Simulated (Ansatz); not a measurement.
Problem. Name a neutral molecule of C, Cl and H with zero-point energy (PBE0-D4/def2-TZVP) between 291 and 307 kJ/mol and LUMO energy (PBE0/def2-TZVPP) between 0.55 and 0.85 eV (Ansatz, PBE0-D4/def2-TZVP geometry).

Solution. `CC(Cl)CCCl` (301.7 kJ/mol, 0.61 eV); `ClCCCCCl` (303.5 kJ/mol, 0.81 eV). Other molecules can fit too; these were computed, each in one conformer that needn't be the lowest.
